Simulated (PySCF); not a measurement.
Geometry:
```tsv
atom	x (Å)	y (Å)	z (Å)
C1	2.207	0.419	-0.250
C2	1.004	0.220	-0.843
O3	0.740	0.229	-2.083
C4	-0.198	-0.057	0.120
C5	-1.249	1.032	-0.072
C6	-0.788	-1.423	-0.217
H7	3.096	0.612	-0.832
H8	2.332	0.396	0.825
H9	0.146	-0.052	1.162
H10	-1.479	1.103	-1.134
H11	-0.863	1.995	0.260
H12	-2.170	0.815	0.479
H13	-0.076	-2.212	0.021
H14	-0.987	-1.455	-1.287
H15	-1.720	-1.615	0.325
```

Total charge -1.

Geometry: GFN2-xTB; GIAO shifts from PySCF 2.14, gas phase, non-relativistic, averaged over equivalent atoms.

At PBE0/3-21G (72 basis functions, 6.7 s wall time on 1 thread of an Intel Xeon Platinum 8488C, shared host):
```tsv
atoms	δ (ppm)
C2	150.6
C1	53.3
C4	37.1
C5/C6	23.4
O3	236.4
H8	2.27
H9	1.81
H7	1.47
H10/H11/H12/H13/H14/H15	0.90
```

Referencing at the same level of theory: $^{13}$C (σref 209.51), $^{1}$H (σref 33.27) against TMS; $^{17}$O (σref 332.09) vs H2O.

Question: What do these become at B3LYP/pcSseg-1?

Answer: 
| atoms | δ at B3LYP/pcSseg-1 | change |
| --- | --- | --- |
| C2 | 181.7 | +31.1 |
| C1 | 48.9 | -4.4 |
| C4 | 43.6 | +6.5 |
| C5/C6 | 26.2 | +2.8 |
| O3 | 282.6 | +46.2 |
| H8 | 2.31 | +0.04 |
| H9 | 1.82 | +0.01 |
| H7 | 1.87 | +0.40 |
| H10/H11/H12/H13/H14/H15 | 0.91 | +0.01 |

References, each an isolated molecule treated in the same way: $^{13}$C (σref 181.92), $^{1}$H (σref 31.83) vs TMS; H2O for $^{17}$O (σref 335.74).

The largest change is at O3 (oxygen bonded to C). Cost: 147 basis functions, 19 s wall time on 1 thread of an Intel Xeon Platinum 8488C, shared host. The order of the carbon signals is the same at both levels.

Experimental scales use liquid or dissolved standards, which lie at an offset from isolated H2O (liquid H2O: subtract about 36 ppm).
